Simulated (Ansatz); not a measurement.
# C4H8N2: small, medium and large basis sets

The task here is to estimate one member of a computed series from the others.

Computed with Ansatz 0.2.0, Gaussian basis. Level: one geometry, several basis sets.

Levels to be run: PBE0-D4/def2-SVP; ωB97M-V/def2-SVP; PBE0-D4/def2-QZVPP; ωB97M-V/def2-QZVPP; the functionals' def2-TZVPP values are taken from earlier runs.

## Structure used throughout

An earlier PBE0-D4 in a triple-zeta def2 set relaxation fixed the geometry.

SMILES `C/N=C\C=N\C`, 14 atoms, charge 0, spin multiplicity 1.

Atoms are counted from 1 here; the program's logs count them from 0.

Bond lengths: C1–N2 1.435 Å, C1–H7 1.094 Å, C1–H8 1.094 Å, C1–H9 1.099 Å, N2–C3 1.265 Å, C3–C4 1.470 Å, C3–H10 1.096 Å, C4–N5 1.266 Å, C4–H11 1.092 Å, N5–C6 1.437 Å, C6–H12 1.095 Å, C6–H13 1.094 Å, C6–H14 1.094 Å. Angles: N2–C1–H7 109.0°, N2–C1–H8 109.0°, N2–C1–H9 113.9°, H7–C1–H8 106.4°, H7–C1–H9 109.1°, H8–C1–H9 109.1°, C1–N2–C3 118.3°, N2–C3–C4 118.6°, N2–C3–H10 121.6°, C4–C3–H10 119.8°, C3–C4–N5 129.4°, C3–C4–H11 113.0°, N5–C4–H11 117.6°, C4–N5–C6 122.3°, N5–C6–H12 116.7°, N5–C6–H13 108.2°, N5–C6–H14 108.2°, H12–C6–H13 108.5° and more.

Set-up of the first run:

in.yaml reads:

```yaml
crystal:
  periodic: [false, false, false]
  atoms:
    - {symbol: C, position_ang: [0.169993, -1.324394, 2.319652]}
    - {symbol: N, position_ang: [0.912620, -0.781005, 1.218635]}
    - {symbol: C, position_ang: [0.274794, -0.194364, 0.296732]}
    - {symbol: C, position_ang: [1.028394, 0.365026, -0.834841]}
    - {symbol: N, position_ang: [0.604247, 0.981869, -1.855910]}
    - {symbol: C, position_ang: [-0.792904, 1.243651, -2.069976]}
    - {symbol: H, position_ang: [0.534511, -0.878296, 3.249408]}
    - {symbol: H, position_ang: [0.372791, -2.396874, 2.390596]}
    - {symbol: H, position_ang: [-0.915580, -1.167493, 2.246448]}
    - {symbol: H, position_ang: [-0.816887, -0.096776, 0.326602]}
    - {symbol: H, position_ang: [2.105555, 0.207424, -0.749956]}
    - {symbol: H, position_ang: [-1.485726, 0.877943, -1.304915]}
    - {symbol: H, position_ang: [-0.926523, 2.324558, -2.171145]}
    - {symbol: H, position_ang: [-1.078284, 0.809632, -3.032528]}
basis:
  gaussian: {orbitals: def2-SVP}
hamiltonian: {xc: pbe0, dispersion: d4}
output: {orbitals: {seedname: orbitals}}
```

On the command line:

```console
$ ansatz run in.yaml --threads 4 --pin off --events-out ev --progress --plain --max-ram 10444MiB
```

Steps of the session up to this table: PBE0-D4 in def2-SVP; ωB97M-V in def2-SVP; PBE0-D4 in def2-QZVPP; ωB97M-V in def2-QZVPP.

One table of the session follows, with a row left open; its other results are not shown here.

It belongs to the step «Density functionals: the series». 

| functional | basis | HOMO (eV) |
| --- | --- | --- |
| PBE0-D4 | def2-SVP | -6.83 |
| PBE0-D4 | def2-TZVPP | -7.04 |
| PBE0-D4 | def2-QZVPP | -7.07 |
| ωB97M-V | def2-SVP | -9.17 |
| ωB97M-V | def2-TZVPP | -9.40 |
| ωB97M-V | def2-QZVPP | ? |

**Question.** Estimate the row for ωB97M-V, def2-QZVPP.

The run gave: HOMO (eV): -9.44. In the column «HOMO (eV)» it is the lowest.
